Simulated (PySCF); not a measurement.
**`InChI=1S/C2H3F3O/c1-6-2(3,4)5/h1H3`**

Geometry:
| atom | x (Å) | y (Å) | z (Å) |
| --- | --- | --- | --- |
| C1 | -1.189 | 0.047 | -0.124 |
| O2 | 0.044 | 0.756 | -0.216 |
| C3 | 1.131 | 0.079 | 0.162 |
| F4 | 1.328 | -1.033 | -0.563 |
| F5 | 2.184 | 0.864 | 0.012 |
| F6 | 1.077 | -0.311 | 1.445 |
| H7 | -1.408 | -0.213 | 0.913 |
| H8 | -1.165 | -0.852 | -0.742 |
| H9 | -1.947 | 0.730 | -0.499 |

Method used: TDDFT CAM-B3LYP/def2-TZVPD excited states, vertical, gas phase in PySCF. Geometry: PBE0-D3(BJ)/def2-TZVP.

Question: Give the one- and two-photon strengths of the lowest singlets.

Answer: δ for parallel linear polarisation; σ at the peak of a Lorentzian of half width 0.1 eV, single beam; Ω is circular over linear.
```
state  E (eV)      f  photon λ (nm)  δ (au)  σ (GM)     Ω                                    main
   S1    8.73  0.007            284    15.4    0.43  1.50                          HOMO→LUMO 0.92
   S2    9.27  0.019            267    6.55    0.21  1.50      HOMO→LUMO+1 0.71, HOMO→LUMO+2 0.09
   S3    9.92  0.018            250    25.9    0.93  0.90      HOMO−1→LUMO 0.71, HOMO→LUMO+3 0.20
   S4   10.01  0.004            248    1.89    0.07  1.38      HOMO→LUMO+2 0.79, HOMO→LUMO+1 0.09
   S5   10.04  0.028            247     7.6    0.28  0.60      HOMO→LUMO+3 0.71, HOMO−1→LUMO 0.20
   S6   10.48  0.040            237    3.63    0.15  1.43  HOMO−1→LUMO+1 0.69, HOMO−1→LUMO+2 0.11
```

Among these, the strongest one-photon state is S6, the strongest two-photon state S3, with a dipole change of 3.2 D (relaxed, norm of the difference vector).
